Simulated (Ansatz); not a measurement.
For hexagonal-diamond Ge (model structure), LDA in Ansatz (plane waves, PAW) gives:

- lattice constant a = 3.958 Å
- lattice parameter c = 6.533 Å

Problem. What does r²SCAN+rVV10 (plane waves, PAW; Ansatz, an electronic-structure program) give for the same quantities?

Solution. 
- lattice constant a: 3.981 Å (increases by 0.6 %)
- lattice parameter c: 6.581 Å (grows by 0.7 %)

Changes are worked out from the printed values.

Unless a cell is named, each level is at its own relaxed cell (LDA 22.16, r²SCAN+rVV10 22.58 Å³/atom).

Ansatz's density-functional and Hartree–Fock values are scalar-relativistic unless marked +SOC, with PAW data made under PBE.

A model structure was made by putting elements into a prototype or built by hand; it is no filed structure, need not be a known phase, and can be a saddle point held by its symmetry.
